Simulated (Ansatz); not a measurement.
## Molecular dynamics, step by step

AlH4SO (charge +1), singlet, BLYP-D4/def2-SVP (Ansatz 0.2.0). Settings (timestep in fs, temperature in K; T counts 15 degrees of freedom):

```yaml
hamiltonian: {xc: {name: BLYP}, dispersion: d4}
md: {n_steps: 40, timestep: 0.5, temperature: 300, ensemble: nve, seed: 398, initial_velocities: maxwell_boltzmann}
```

Start:

Al1  (-0.946, -0.282, -0.482)
O2  (0.218, -0.099, 0.935)
S3  (1.505, -0.158, -0.271)
H4  (-1.514, -1.686, -0.562)
H5  (-1.316, 1.110, -0.971)
H6  (0.526, -0.068, 1.860)
H7  (1.527, 1.183, -0.509)
(Å)

```csv
step,time (fs),potential energy less the start (meV),kinetic energy (meV),T (K)
0,0.00,0.0,193.9,300
2,1.00,14.5,179.6,278
4,2.00,14.4,179.9,278
6,3.00,-7.4,201.5,312
8,4.00,-41.2,234.9,364
10,5.00,-66.4,259.9,402
12,6.00,-68.0,261.5,405
14,7.00,-47.8,241.6,374
16,8.00,-22.9,217.0,336
18,9.00,-12.0,206.3,319
20,10.00,-22.4,216.5,335
22,11.00,-47.9,241.9,374
24,12.00,-77.3,271.1,419
26,13.00,-99.6,293.2,454
28,14.00,-108.2,301.9,467
30,15.00,-104.7,298.5,462
32,16.00,-97.7,291.7,451
34,17.00,-96.3,290.4,449
36,18.00,-103.6,297.6,460
38,19.00,-115.6,309.5,479
40,20.00,-124.8,318.6,493
```

Step 12, positions (Å) and forces (eV/Å):

| atom | x | y | z | Fx | Fy | Fz |
| --- | --- | --- | --- | --- | --- | --- |
| Al1 | -0.957 | -0.285 | -0.485 | -1.625 | -0.063 | -0.795 |
| O2 | 0.218 | -0.082 | 0.954 | 0.827 | 0.292 | 0.228 |
| S3 | 1.511 | -0.161 | -0.281 | 0.544 | 0.302 | 0.399 |
| H4 | -1.490 | -1.767 | -0.597 | 0.245 | 0.076 | 0.045 |
| H5 | -1.460 | 1.118 | -1.020 | 0.209 | -0.101 | 0.137 |
| H6 | 0.497 | -0.132 | 1.901 | 0.011 | -0.098 | -0.034 |
| H7 | 1.753 | 1.215 | -0.366 | -0.210 | -0.408 | 0.019 |

Step 22, positions (Å) and forces (eV/Å):

```
atom       x       y       z      Fx      Fy      Fz
 Al1  -0.981  -0.288  -0.495  -1.368  -0.171  -0.573
  O2   0.231  -0.063   0.974   0.479   0.246  -0.223
  S3   1.522  -0.163  -0.286   0.444   0.512   0.780
  H4  -1.424  -1.852  -0.617   0.356   0.695   0.084
  H5  -1.537   1.133  -1.040   0.343  -0.513   0.310
  H6   0.472  -0.214   1.927   0.135  -0.124  -0.292
  H7   1.894   1.200  -0.252  -0.390  -0.645  -0.086
```

Step 24, positions (Å) and forces (eV/Å):

```csv
atom,x,y,z,Fx,Fy,Fz
Al1,-0.987,-0.289,-0.498,-1.163,-0.179,-0.433
O2,0.235,-0.059,0.978,0.491,0.191,-0.021
S3,1.524,-0.163,-0.286,0.305,0.093,0.813
H4,-1.400,-1.850,-0.619,0.300,0.593,0.071
H5,-1.542,1.121,-1.035,0.287,-0.391,0.262
H6,0.472,-0.235,1.935,0.076,-0.075,-0.603
H7,1.911,1.173,-0.230,-0.296,-0.233,-0.088
```

Last step (40):

```
7
angstrom
Al -1.0462 -0.2960 -0.5199
O 0.2703 -0.0194 0.9957
S 1.5442 -0.1675 -0.2802
H -1.1631 -1.8142 -0.6278
H -1.5648 1.0638 -0.9701
H 0.5210 -0.4448 1.8576
H 2.0227 1.1353 -0.0807
```

The run took about 65 s on 2 CPU threads (shared host).
